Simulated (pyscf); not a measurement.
Single points on ωB97X-D3(BJ)/def2-SVP structures (PySCF, gas phase).

Question: Estimate by transition-state theory the rate constant of H₃C–SiH(Cl)–Cl + H• → H₃C–Si•(Cl)–Cl + H₂ (doublet surface; H–Si broken, H–H formed) at 600 K, with ωB97M-D3(BJ)/def2-TZVP energies (ideal gas, 1 atm, RRHO with modes under 100 cm⁻¹ raised to 100, one conformer, R ln 2 for rigid chiral ones; no tunnelling).

Answer: The electronic barrier is 4.9 kcal/mol and the thermal terms add +11.0, so ΔG‡ = 15.8 kcal/mol. With k_BT/h = 1.25e+13 s⁻¹ and RT = 1.192 kcal/mol, and a volume of 8.18e-20 cm³ per molecule at 1 atm, k = 1.8e-12 cm³ molecule⁻¹ s⁻¹. Wigner's tunnelling factor for 1024i cm⁻¹ would be 1.25. A shift of 1 kcal/mol in the barrier changes k by a factor 2.3. This is the saddle that the search found; another between the same sides may lie lower. The angle at the transferred H is 180°.
